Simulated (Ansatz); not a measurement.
# NH4+ with NH3: structure and interaction energy

One table from this session's results is given with a row withheld; the runs are named, their logs left out.

Program: Ansatz 0.2.0, Gaussian basis. Level of theory: PBE0-D4 structure, single points in def2-TZVPPD. These are calculated values, not measurements.

Levels: PBE-D4, revPBE-D4, BLYP-D4, r2SCAN-D4, B97M-V, PBE0-D4, B3LYP-D4, HSE06-D4, wB97X-V, wB97M-V, B2PLYP, Hartree-Fock, MP2, CCSD, CCSD(T). The reference is CCSD(T) extrapolated to the basis limit.

Correlated methods freeze the cores. B3LYP uses VWN-RPA correlation. B2PLYP carries no dispersion term here.

176 further runs of the same task are left out: 176 set aside as unsound or not needed.

### The system as given

The pair, from a GFN2-xTB docking trial: 9 atoms, charge 1, spin multiplicity 1.

Atoms are counted from 1 here; the program's logs count them from 0.

Bond lengths: N1–H2 1.019 Å, N1–H3 1.019 Å, N1–H4 1.019 Å, N1–H5 1.243 Å, N6–H7 1.016 Å, N6–H8 1.015 Å, N6–H9 1.017 Å. Angles: H2–N1–H3 108.6°, H2–N1–H4 108.5°, H2–N1–H5 110.6°, H3–N1–H4 108.4°, H3–N1–H5 110.2°, H4–N1–H5 110.4°, H7–N6–H8 108.2°, H7–N6–H9 108.2°, H8–N6–H9 108.3°.

As a file:

```tsv
atom	x (Å)	y (Å)	z (Å)
N1	-0.06430	-0.04520	-1.28250
H2	0.03040	0.89190	-1.67090
H3	0.68150	-0.62880	-1.65800
H4	-0.95790	-0.43110	-1.58300
H5	-0.00090	-0.01340	-0.04190
N6	0.06350	0.04270	1.29090
H7	0.97740	-0.25840	1.61830
H8	-0.08930	0.99480	1.60660
H9	-0.64040	-0.55240	1.72050
```

Atoms 1 to 5 are fragment A (NH4+), the rest fragment B (NH3).

Set-up of the first run:

pre/in.yaml reads:

```yaml
crystal:
  periodic: [false, false, false]
  atoms:
    - {symbol: N, position_ang: [-0.064300, -0.045200, -1.282500]}
    - {symbol: H, position_ang: [0.030400, 0.891900, -1.670900]}
    - {symbol: H, position_ang: [0.681500, -0.628800, -1.658000]}
    - {symbol: H, position_ang: [-0.957900, -0.431100, -1.583000]}
    - {symbol: H, position_ang: [-0.000900, -0.013400, -0.041900]}
    - {symbol: N, position_ang: [0.063500, 0.042700, 1.290900]}
    - {symbol: H, position_ang: [0.977400, -0.258400, 1.618300]}
    - {symbol: H, position_ang: [-0.089300, 0.994800, 1.606600]}
    - {symbol: H, position_ang: [-0.640400, -0.552400, 1.720500]}
basis:
  gaussian: {orbitals: def2-SVP}
total_charge: 1
hamiltonian: {xc: pbe, dispersion: d4}
relax: {f_tol: 0.03, max_steps: 250}
```

Started as:

```bash
> ansatz run in.yaml --threads 2 --pin off --events-out ev --progress --plain --max-ram 5222MiB
```

Steps of the session up to this table: A first relaxation in a small basis; Relaxation at PBE0-D4; PBE-D4/def2-TZVPPD; r2SCAN-D4/def2-TZVPPD; PBE0-D4/def2-TZVPPD; B3LYP-D4/def2-TZVPPD; wB97X-V/def2-TZVPPD; wB97M-V/def2-TZVPPD; B2PLYP/def2-TZVPPD; BLYP-D4/def2-TZVPPD; revPBE-D4/def2-TZVPPD; B97M-V/def2-TZVPPD; HSE06-D4/def2-TZVPPD; CCSD(T)/def2-TZVPPD; MP2/def2-QZVPPD; Vibrations of the pair.

One table of the session follows, with a row left open; its other results are not shown here.

| method | interaction (meV) |
| --- | --- |
| PBE-D4 | -1654 |
| revPBE-D4 | -1608 |
| BLYP-D4 | -1565 |
| r2SCAN-D4 | -1645 |
| B97M-V | -1576 |
| PBE0-D4 | -1652 |
| B3LYP-D4 | -1585 |
| HSE06-D4 | -1653 |
| wB97X-V | -1551 |
| wB97M-V | -1534 |
| B2PLYP | -1522 |
| Hartree-Fock | -1335 |
| MP2 | -1504 |
| CCSD | -1443 |
| CCSD(T) | -1469 |
| CCSD(T)/CBS | ? |

Estimate the missing values for CCSD(T)/CBS.

**Answer.** interaction (meV): -1511. In the column «interaction (meV)» it lies between B2PLYP (-1522) and MP2 (-1504).
